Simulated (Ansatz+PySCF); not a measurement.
The numbers below are computed, except where a source is named.
Input for Ansatz (development build ahead of 0.2.0):

```yaml
crystal:
  periodic: [false, false, false]
  atoms:
    - { symbol: C, position_ang: [0.0, 0.49795, -0.14484] }
    - { symbol: F, position_ang: [-1.10028, -0.23104, 0.03468] }
    - { symbol: H, position_ang: [0.0, 1.39814, 0.37639] }
    - { symbol: F, position_ang: [1.10028, -0.23104, 0.03468] }
basis:
  gaussian: { orbitals: cc-pVTZ }
magnetization:
  spin_polarized: true
  initial_magnetization: 1
hamiltonian:
  xc: hf
correlation:
  method: mp2
  frozen_orbitals: { C: 1, F: 1, H: 0 }
output:
  forces: true
```

The input is written out in the form of the current development build from the run's settings.

Results

- Converged: yes
- Reference energy: -237.35914 hartree
- Correlation energy: -0.63791 hartree
- Total energy: -237.99705 hartree
- Spin squared of the determinant: 0.756
- Stability test: minimum
- Occupied orbitals by symmetry in an Abelian subgroup (alpha; beta): 8 A' 5 A''; 7 A' 5 A''

Forces (eV/Å):
```
atom      Fx      Fy      Fz
  C1   0.000  -1.787  -0.749
  F2   0.258   0.147  -0.048
  H3   0.000   1.492   0.845
  F4  -0.258   0.147  -0.048
```
